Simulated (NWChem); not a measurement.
System: SiH4; SMILES [SiH4]

All runs: NWChem. Each level has its own optimisation. Entropies are gas-phase, rigid-rotor, harmonic values for NWChem's default masses at 298.15 K and 1 bar, so the errors hold that model's part too (torsions, anharmonicity).

Measured entropy at 1 bar: 48.9 cal/(mol K) (CRC Handbook, as tabulated in the package chemicals).

```
level                entropy at 1 bar (cal/(mol K))  computed − measured
-------------------  ------------------------------  -------------------
CAM-B3LYP/def2-SVP                             48.9                  0.0
B3LYP/def2-TZVP                                 ___                  ___
Hartree-Fock/3-21G                             48.8                 -0.1
Hartree-Fock/STO-3G                             ___                  ___
PBE0/def2-SVP                                  48.9                  0.0
```

Problem. What belongs in the gaps?

Solution. 
- B3LYP/def2-TZVP, entropy at 1 bar (cal/(mol K)): 48.9
- B3LYP/def2-TZVP, computed − measured: 0.0
- Hartree-Fock/STO-3G, entropy at 1 bar (cal/(mol K)): 48.2
- Hartree-Fock/STO-3G, computed − measured: -0.7
